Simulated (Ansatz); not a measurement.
# BFH3N (built from SMILES NBF): single points off equilibrium

One table from this session's results is given with a row withheld; the runs are named, their logs left out.

Computed with Ansatz 0.2.0, Gaussian basis. Level: single points in def2-TZVPP.

Cores are frozen in the correlated methods.

**The system as given**

6 atoms, charge 0, spin multiplicity 1.

Atoms are counted from 1 here; the program's logs count them from 0.

Bond lengths: B1–N3 1.444 Å, B1–H5 1.038 Å, F2–H4 1.172 Å, N3–H6 0.833 Å. Angles: N3–B1–H5 158.8°, B1–N3–H6 132.8°.

Geometry (Å):

```xyz
6
BFH3N
B    -0.2917    0.2834   -0.6193
F     0.6064    1.3247    0.6099
N     0.1122   -0.8160    0.2245
H     0.7458    0.1951    0.8911
H    -0.8298    0.8046   -1.3371
H     0.0841   -1.6430    0.1292
```

The first run:

The input, run/in.yaml:

```yaml
crystal:
  periodic: [false, false, false]
  atoms:
    - {symbol: B, position_ang: [-0.291700, 0.283400, -0.619300]}
    - {symbol: F, position_ang: [0.606400, 1.324700, 0.609900]}
    - {symbol: N, position_ang: [0.112200, -0.816000, 0.224500]}
    - {symbol: H, position_ang: [0.745800, 0.195100, 0.891100]}
    - {symbol: H, position_ang: [-0.829800, 0.804600, -1.337100]}
    - {symbol: H, position_ang: [0.084100, -1.643000, 0.129200]}
basis:
  gaussian: {orbitals: def2-TZVPP}
correlation: {method: ccsd_t}
output: {forces: true}
```

The command line of these runs was not kept.

Steps of the session up to this table: CCSD(T)/def2-TZVPP; PBE0-D4/def2-TZVPP; wB97M-V/def2-TZVPP; r2SCAN-D4/def2-TZVPP; PBE-D4/def2-TZVPP; LC-wPBE/def2-TZVPP; wB97X-V/def2-TZVPP.

One of the session's tables, all rows but one given; the rest of the session is left out.

| method | RMS force component (eV/Å) | angle to CCSD(T) forces (°) | dipole (D) |
| --- | --- | --- | --- |
| CCSD(T) | 6.191 | reference | 1.98 |
| PBE0-D4 | 6.319 | 1.3 | 1.96 |
| wB97M-V | 6.240 | 1.4 | 1.98 |
| r2SCAN-D4 | ? | ? | ? |
| PBE-D4 | 6.229 | 1.8 | 1.80 |
| LC-wPBE | 6.402 | 1.9 | 2.01 |
| wB97X-V | 6.330 | 1.3 | 2.01 |

Estimate the missing values for r2SCAN-D4.

As computed: RMS force component (eV/Å): 6.228; angle to CCSD(T) forces (°): 1.3; dipole (D): 1.90. In the column «RMS force component (eV/Å)» it lies between CCSD(T) (6.191) and PBE-D4 (6.229).
